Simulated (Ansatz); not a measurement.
# C3H5NO: how energies converge with the basis set

Aim: see how fast density functionals converge with the basis set for C3H5NO.

Computed with Ansatz 0.2.0, Gaussian basis. Level: one geometry, several basis sets.

Plan: PBE0-D4/def2-SVP; ωB97M-V/def2-SVP; PBE0-D4/def2-QZVPP; ωB97M-V/def2-QZVPP; the functionals' def2-TZVPP values are taken from earlier runs.

**1. The geometry**

An earlier PBE0-D4 in a triple-zeta def2 set relaxation fixed the geometry.

SMILES `COC#CN`, 10 atoms, charge 0, spin multiplicity 1.

Atoms are counted from 1 here; the program's logs count them from 0.

Bond lengths: C1–O2 1.429 Å, C1–H6 1.092 Å, C1–H7 1.092 Å, C1–H8 1.089 Å, O2–C3 1.301 Å, C3–C4 1.201 Å, C4–N5 1.351 Å, N5–H9 1.009 Å, N5–H10 1.009 Å. Angles: O2–C1–H6 110.2°, O2–C1–H7 110.2°, O2–C1–H8 106.3°, H6–C1–H7 109.7°, H6–C1–H8 110.2°, H7–C1–H8 110.2°, C1–O2–C3 114.5°, O2–C3–C4 178.3°, C3–C4–N5 177.4°, C4–N5–H9 114.9°, C4–N5–H10 114.9°, H9–N5–H10 111.6°.

**2. PBE0-D4 in def2-SVP**

File in.yaml:

```yaml
crystal:
  periodic: [false, false, false]
  atoms:
    - {symbol: C, position_ang: [-1.339197, -1.580275, -0.130100]}
    - {symbol: O, position_ang: [-0.093194, -1.341269, 0.528486]}
    - {symbol: C, position_ang: [0.410584, -0.160748, 0.315857]}
    - {symbol: C, position_ang: [0.904060, 0.920550, 0.140880]}
    - {symbol: N, position_ang: [1.410647, 2.150951, -0.092417]}
    - {symbol: H, position_ang: [-2.090161, -0.865058, 0.213091]}
    - {symbol: H, position_ang: [-1.216169, -1.494342, -1.212108]}
    - {symbol: H, position_ang: [-1.635994, -2.593630, 0.135339]}
    - {symbol: H, position_ang: [1.458107, 2.750685, 0.717704]}
    - {symbol: H, position_ang: [2.274616, 2.162034, -0.613632]}
basis:
  gaussian: {orbitals: def2-SVP}
hamiltonian: {xc: pbe0, dispersion: d4}
output: {orbitals: {seedname: orbitals}}
```

On the command line:

```
ansatz run in.yaml --threads 2 --pin off --events-out ev --progress --plain --max-ram 4352MiB
```

After this run come: ωB97M-V in def2-SVP; PBE0-D4 in def2-QZVPP; ωB97M-V in def2-QZVPP.

**Question.** What will the summary of the whole plan be? Wanted: PBE0-D4: double and triple zeta above quadruple; ωB97M-V: double and triple zeta above quadruple.

The runs gave:

| quantity | value |
| --- | --- |
| PBE0-D4: double and triple zeta above quadruple | 8.06, 0.38 eV |
| ωB97M-V: double and triple zeta above quadruple | 8.32, 0.35 eV |

PBE0-D4 gains 7.68 eV from double to triple zeta, then 0.38 eV more. Total energies overstate the basis error of differences, where much of it tends to cancel. The LUMO of ωB97M-V is positive and keeps falling with the basis (3.50 to 1.64 eV): an unbound level that the basis holds in place.
